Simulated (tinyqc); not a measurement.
Inside a calculation. Method: Pariser-Parr-Pople SCF with singles CI, for the molecule Nc1cc[nH]c1 (SMILES; centres numbered as the heavy atoms are written). Computed by tinyqc, a small Python program that keeps every step. Settings: charge = 0, gamma = MN, start = core, damping = 0.5, iteration cap = 72, excitations kept = 4. Command: `OMP_NUM_THREADS=1 python tinyqc.py 27680 27681 out.jsonl` (the two numbers bound the seeds that draw the settings). One thread of a shared host (Intel(R) Xeon(R) Processor @ 2.60GHz), about 0.01 s of CPU time with the checks. Later iterations appear only in the table of the cycle.

## PPP integrals

Centres (angstrom, eV; a flat drawing with bonds scaled to 1.40 angstrom):

| centre | x | y | core charge z | W | gamma_rr |
|---|---|---|---|---|---|
| 1N | 2.159000 | 0.000000 | 2 | 23.380000 | 18.820000 |
| 2C | 0.759000 | 0.000000 | 1 | 10.790000 | 11.730000 |
| 3C | -0.064000 | 1.133000 | 1 | 10.790000 | 11.730000 |
| 4C | -1.395000 | 0.700000 | 1 | 10.790000 | 11.730000 |
| 5N | -1.395000 | -0.700000 | 2 | 23.380000 | 18.820000 |
| 6C | -0.064000 | -1.133000 | 1 | 10.790000 | 11.730000 |

Resonance integrals (eV):

| i | j | beta |
|---|---|---|
| 1 | 2 | -2.170000 |
| 2 | 3 | -2.390000 |
| 3 | 4 | -2.390000 |
| 4 | 5 | -2.170000 |
| 5 | 6 | -2.170000 |
| 6 | 2 | -2.390000 |

Mataga-Nishimoto: gamma = 14.399645/(R + a), a = 2 x 14.399645/(gamma_rr + gamma_ss); H_rr = -W_r - sum_(s != r) z_s gamma_rs; H_rs = beta for bonds.

repulsion gamma_rs (eV):
```
           1N         2C         3C         4C         5N         6C
1N  18.820000   6.146619   4.188656   3.154376   3.282041   4.188656
2C   6.146619  11.730000   5.479411   4.123044   4.489253   5.479411
3C   4.188656   5.479411  11.730000   5.480877   4.488718   4.121732
4C   3.154376   4.123044   5.480877  11.730000   6.146619   4.122592
5N   3.282041   4.489253   4.488718   6.146619  18.820000   6.147509
6C   4.188656   5.479411   4.121732   4.122592   6.147509  11.730000
```

core matrix H (eV):
```
            1N          2C          3C          4C          5N          6C
1N  -47.622389   -2.170000    0.000000    0.000000    0.000000    0.000000
2C   -2.170000  -47.143612   -2.390000    0.000000    0.000000   -2.390000
3C    0.000000   -2.390000  -43.226767   -2.390000    0.000000    0.000000
4C    0.000000    0.000000   -2.390000  -43.118504   -2.170000    0.000000
5N    0.000000    0.000000    0.000000   -2.170000  -51.216182   -2.170000
6C    0.000000   -2.390000    0.000000    0.000000   -2.170000  -45.186066
```

## Starting guess

pi electrons, sum of z_r less the charge = 8

Orbitals of the core matrix H.

P at the start:
```
           1N         2C         3C         4C         5N         6C
1N   1.900015   0.253509  -0.170967  -0.080018   0.095233  -0.284613
2C   0.253509   1.342315   0.537395   0.073013  -0.206914   0.693986
3C  -0.170967   0.537395   0.984036   0.767551  -0.077727  -0.294187
4C  -0.080018   0.073013   0.767551   0.805682   0.376874  -0.468335
5N   0.095233  -0.206914  -0.077727   0.376874   1.829317   0.335075
6C  -0.284613   0.693986  -0.294187  -0.468335   0.335075   1.138635
```

## Iteration 1: Fock matrix

F_rr = H_rr + P_rr gamma_rr / 2 + sum_(s != r) P_ss gamma_rs; F_rs = H_rs - P_rs gamma_rs / 2; E = tr P (H + F) / 2 + core repulsion sum_(r<s) z_r z_s gamma_rs.

F (eV):
```
           1N         2C         3C         4C         5N         6C
1N  -4.056093  -2.949110   0.358060   0.126204  -0.156279   0.596073
2C  -2.949110  -4.427148  -3.862304  -0.150518   0.464444  -4.291317
3C   0.358060  -3.862304  -4.821511  -4.493427   0.174447   0.606280
4C   0.126204  -0.150518  -4.493427  -5.533770  -3.328251   0.965377
5N  -0.156279   0.464444   0.174447  -3.328251  -5.371341  -3.199939
6C   0.596073  -4.291317   0.606280   0.965377  -3.199939  -4.571193
```

pi energy = -106.652964 eV

## Iteration 1: orbitals and new P

Diagonalise F (the basis is taken as orthonormal) and form P = 2 sum c c over the lowest orbitals; 0.5 of the old P is kept.

orbital energies (eV): -12.067254  -8.866015  -7.688491  -4.188847  1.033613  2.995938

P after iteration 1:
```
           1N         2C         3C         4C         5N         6C
1N   1.835584   0.345694  -0.216905  -0.026798   0.121979  -0.316720
2C   0.345694   1.248717   0.550332  -0.026663  -0.216574   0.663135
3C  -0.216905   0.550332   1.082362   0.723869  -0.203575  -0.196635
4C  -0.026798  -0.026663   0.723869   0.993240   0.493984  -0.403402
5N   0.121979  -0.216574  -0.203575   0.493984   1.624515   0.426663
6C  -0.316720   0.663135  -0.196635  -0.403402   0.426663   1.215581
```

## Iteration 2: Fock matrix

As before.

F (eV):
```
           1N         2C         3C         4C         5N         6C
1N  -4.584082  -3.232424   0.454271   0.042266  -0.200170   0.663316
2C  -3.232424  -4.557839  -3.897748   0.054966   0.486128  -4.206795
3C   0.454271  -3.897748  -4.601731  -4.373720   0.456895   0.405239
4C   0.042266   0.054966  -4.373720  -5.425596  -3.688166   0.831531
5N  -0.200170   0.486128   0.456895  -3.688166  -5.862938  -3.481458
6C   0.663316  -4.206795   0.405239   0.831531  -3.481458  -4.983163
```

pi energy = -108.058791 eV

## Iteration 2: orbitals and new P

As before.

orbital energies (eV): -12.228698  -8.978454  -8.291288  -4.774543  1.350085  2.907548

P after iteration 2:
```
           1N         2C         3C         4C         5N         6C
1N   1.790970   0.405343  -0.246969   0.003181   0.137375  -0.335524
2C   0.405343   1.195168   0.556429  -0.078129  -0.220925   0.639686
3C  -0.246969   0.556429   1.138230   0.696857  -0.270645  -0.138321
4C   0.003181  -0.078129   0.696857   1.095621   0.554607  -0.371777
5N   0.137375  -0.220925  -0.270645   0.554607   1.513336   0.473919
6C  -0.335524   0.639686  -0.138321  -0.371777   0.473919   1.266675
```

## Convergence

Stop when output and input P, before any damping, agree to 1e-7.

Course of the cycle:

| iteration | E (eV) | largest \|P(out) - P(in)\| |
|---|---|---|
| 1 | -106.65296383 | 4.10e-01 |
| 2 | -108.05879099 | 2.22e-01 |
| 3 | -108.86563810 | 1.20e-01 |
| 4 | -109.30109192 | 6.46e-02 |
| 5 | -109.52879746 | 3.51e-02 |
| 6 | -109.64582960 | 1.92e-02 |
| 7 | -109.70539518 | 1.06e-02 |
| 8 | -109.73554249 | 5.96e-03 |
| 9 | -109.75075157 | 3.40e-03 |
| 10 | -109.75841061 | 1.98e-03 |
| 11 | -109.76226395 | 1.32e-03 |
| ... | ... | ... |
| 33 | -109.76616370 | 1.78e-06 |
| 34 | -109.76616370 | 1.33e-06 |
| 35 | -109.76616370 | 9.96e-07 |
| 36 | -109.76616370 | 7.44e-07 |
| 37 | -109.76616370 | 5.56e-07 |
| 38 | -109.76616370 | 4.16e-07 |
| 39 | -109.76616370 | 3.11e-07 |
| 40 | -109.76616370 | 2.32e-07 |
| 41 | -109.76616370 | 1.73e-07 |
| 42 | -109.76616370 | 1.29e-07 |
| 43 | -109.76616370 | 9.67e-08 |

Converged in 43 iterations.

## Converged orbitals

Charges are z - P_rr.

orbital energies (eV): -12.509940  -9.580403  -8.334625  -5.629454  1.672345  2.853206

coefficients:
```
         MO1        MO2        MO3        MO4        MO5        MO6
1N  0.185408   0.448086   0.007031   0.788928   0.121227  -0.357337
2C  0.465774   0.575188   0.010291  -0.120515  -0.171509   0.638880
3C  0.375103   0.126161  -0.574388  -0.344549  -0.333664  -0.532367
4C  0.421909  -0.412171  -0.483650   0.167588   0.569777   0.255850
5N  0.476692  -0.528102   0.323590   0.282569  -0.555512   0.026884
6C  0.450259   0.060700   0.575582  -0.369355   0.459693  -0.338448
```

pi charges: 1N 0.284771, 2C -0.124834, 3C -0.210508, 4C -0.219790, 5N 0.618633, 6C -0.348272

## Singles CI, singlets

Over the 4 single excitations with the smallest orbital gaps: A = (e_a - e_i) delta + 2 (ia|jb) - (ij|ab), with (pq|rs) = sum c_mp c_mq gamma_mn c_nr c_ns. f = 2/3 w |mu|^2 in atomic units, mu = sqrt2 sum c_ia sum_m c_mi c_ma R_m.

singlet CI matrix (eV):
```
           4>5        4>6        3>5       3>6
4>5   4.240647  -0.277786   0.123531  0.614293
4>6  -0.277786   5.390275  -0.219936  0.051409
3>5   0.123531  -0.219936   6.712274  0.177012
3>6   0.614293   0.051409   0.177012  7.445404
```

singlet excitation energies (eV): 4.065979  5.408141  6.710737  7.603743

oscillator strengths: 0.132151  0.438572  0.622012  0.516036

## Singles CI, triplets

Over the 4 single excitations with the smallest orbital gaps: A = (e_a - e_i) delta - (ij|ab), with (pq|rs) = sum c_mp c_mq gamma_mn c_nr c_ns.

triplet CI matrix (eV):
```
           4>5        4>6        3>5        3>6
4>5   2.315931   0.623423  -0.055081  -0.434832
4>6   0.623423   2.052551  -0.434832  -0.246464
3>5  -0.055081  -0.434832   3.307086  -0.306791
3>6  -0.434832  -0.246464  -0.306791   5.430548
```

triplet excitation energies (eV): 1.494175  2.561983  3.498721  5.551237
